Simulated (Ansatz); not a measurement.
```yaml
crystal:
  periodic: [false, false, false]
  atoms:
    - {symbol: Sc, position_ang: [0.000000, 0.000000, 0.000000]}
    - {symbol: B, position_ang: [0.000000, 0.000000, 2.290000]}
basis:
  gaussian: {orbitals: def2-TZVP}
magnetization: {spin_polarized: true, initial_magnetization: 2}
hamiltonian: {xc: pbe0}
relax: {f_tol: 0.004, max_steps: 80}
```

```sh
$ ansatz run in.yaml --threads 1 --pin off --events-out ev --progress --plain --max-ram 2176MiB
```

Steps of the relaxation (energy above the last step; positions in Å, forces in eV/Å):

```
2
step 1, 98.5 meV
Sc    0.000    0.000    0.000    0.000    0.000    1.146
B     0.000    0.000    2.290    0.000    0.000   -1.146
```

```
2
step 2, 7.4 meV
Sc    0.000    0.000    0.097    0.000    0.000   -0.401
B     0.000    0.000    2.193    0.000    0.000    0.401
```

```
2
step 3, 0.0 meV
Sc    0.000    0.000    0.079    0.000    0.000   -0.021
B     0.000    0.000    2.211    0.000    0.000    0.021
```

```
2
step 4, 0.0 meV
Sc    0.000    0.000    0.078    0.000    0.000    0.000
B     0.000    0.000    2.212    0.000    0.000    0.000
```

Close pairs at the end: Sc1–B2 2.134 Å.

A stationary point of unrestricted PBE0 after 4 steps, with ⟨S²⟩ = 2.884 against 2.00 for a pure state. 2.4 min on 1 thread of Arm Neoverse N1, shared host.
